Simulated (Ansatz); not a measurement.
C4H6S can be A, `C#CSCC`, or B, `CC(C)=C=S`.

Calculated with Ansatz (gas phase, PBE0-D4/def2-TZVP geometries, no zero-point term in ΔE). CCSD(T)/CBS is the MP2 limit (def2-TZVPP, def2-QZVPP) plus CCSD(T) − MP2 in def2-TZVPP, frozen cores. Functionals use def2-TZVPP. One conformer a species, not always the lowest.

(1) Which isomer does CCSD(T)/CBS put lower? Give the gap. (Estimate.)

(2) Give E(B) − E(A) in kcal/mol with r2SCAN-D4, ωB97M-V, CCSD(T)/def2-TZVPP, B2PLYP, HF/def2-TZVPP, PBE-D4, CCSD/def2-TZVPP. (An estimate is asked.)

Largest T1 diagnostic: 0.015.

## Answers

(1) Ansatz gave: B, by 16.7 kcal/mol.

(2) Computed: r2SCAN-D4 -21.5, ωB97M-V -17.7, CCSD(T)/def2-TZVPP -18.0, B2PLYP -18.9, HF/def2-TZVPP -16.2, PBE-D4 -21.6, CCSD/def2-TZVPP -17.1. None reverses the order clearly.

From PBE to PBE0 (25 % exact exchange), in def2-TZVPP and without D4, E(B) − E(A) moves by +1.3 kcal/mol.
